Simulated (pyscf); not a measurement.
Elementary routes open to `[OH][SiH]` [singlet] + `[FH]` in the gas phase (singlet surface):
A. `[O]=[Si]` [singlet] + `[H][H]` + `[FH]` (H–O, H–Si, F–H broken; H–H, F–H formed)
B. `[OH][Si][F]` [singlet] + `[H][H]` (H–Si, F–H broken; F–Si, H–H formed)
C. `[O]=[SiH][F]` + `[H][H]` (H–O, F–H broken; F–Si, H–H formed)

Structures and frequencies: ωB97X-D3(BJ)/def2-SVP in PySCF.

Task: Rank the routes by free-energy barrier at 1200 K, lowest first, for ωB97M-D3(BJ)/def2-TZVP energies (ideal gas, 1 atm, RRHO with modes under 100 cm⁻¹ raised to 100, one conformer, R ln 2 for chiral ones without a mode under 150 cm⁻¹).

Result: B (39.0 kcal/mol), A (52.8 kcal/mol), C (96.7 kcal/mol)

Route B is the fastest of these, ahead of the next by 13.8 kcal/mol. The most stable products are those of B (ΔG = -43.9 kcal/mol), so kinetics and thermodynamics agree. At 298 K B is still the fastest. A: On the reactant side the descent ends in a complex, 6.7 kcal/mol under the separated species and 22.3 kcal/mol under the saddle at ωB97X-D3(BJ)/def2-TZVP. On the product side the descent ends in a bound adduct, 12.0 kcal/mol under the separated species and 20.0 kcal/mol under the saddle at ωB97X-D3(BJ)/def2-TZVP. B: On the reactant side the descent ends in a complex, 4.1 kcal/mol under the separated species and 6.4 kcal/mol under the saddle at ωB97X-D3(BJ)/def2-TZVP. C: On the reactant side the descent ends in a complex, 4.7 kcal/mol under the separated species and 68.6 kcal/mol under the saddle at ωB97X-D3(BJ)/def2-TZVP. Only these routes are compared; each barrier is that of the saddle found, and lower ones may exist. A restricted solution here is unstable towards spin polarisation, so biradical character is likely and single-reference numbers are less safe.
